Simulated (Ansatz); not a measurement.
A run of Ansatz (development build ahead of 0.2.0) on singlet C₄H₈ at this shape:

```tsv
atom	x (Å)	y (Å)	z (Å)
C	0.0411	0.0210	-0.0192
C	-0.0328	-0.0295	1.3636
C	-0.0396	1.2009	-0.8724
C	-0.0336	1.2264	2.2190
H	-0.0448	-0.9565	-0.4748
H	0.0018	-0.9812	1.8760
H	0.0368	2.0807	-0.3225
H	0.8703	1.2091	-1.4969
H	-0.8713	1.1353	-1.5172
H	0.0161	2.1496	1.6207
H	-0.9365	1.1970	2.8692
H	0.9275	1.1466	2.8694
```

Its results:

| Item | Value |
| --- | --- |
| Converged | yes |
| Reference energy | -156.10227 hartree |
| Correlation energy | -0.56552 hartree |
| Total energy | -156.66779 hartree |
| Spin squared of the determinant | 0.000 |

Task: Which input gives this output? Name the method, the orbitals and the basis set, and write the input.

Result: RHF-MP2 in cc-pVDZ. An unrestricted run that stays on the closed shell gives the same numbers.

```yaml
crystal:
  periodic: [false, false, false]
  atoms:
    - { symbol: C, position_ang: [0.04107, 0.02104, -0.01925] }
    - { symbol: C, position_ang: [-0.03277, -0.02951, 1.36356] }
    - { symbol: C, position_ang: [-0.03964, 1.20092, -0.87239] }
    - { symbol: C, position_ang: [-0.03361, 1.22635, 2.21897] }
    - { symbol: H, position_ang: [-0.04478, -0.95649, -0.47478] }
    - { symbol: H, position_ang: [0.00176, -0.98121, 1.87599] }
    - { symbol: H, position_ang: [0.03679, 2.08066, -0.32253] }
    - { symbol: H, position_ang: [0.87026, 1.2091, -1.49687] }
    - { symbol: H, position_ang: [-0.87131, 1.13534, -1.51718] }
    - { symbol: H, position_ang: [0.0161, 2.1496, 1.6207] }
    - { symbol: H, position_ang: [-0.93651, 1.19703, 2.86922] }
    - { symbol: H, position_ang: [0.92747, 1.14656, 2.86941] }
basis:
  gaussian: { orbitals: cc-pVDZ }
hamiltonian:
  xc: hf
correlation:
  method: mp2
  frozen_orbitals: { C: 1, H: 0 }
```
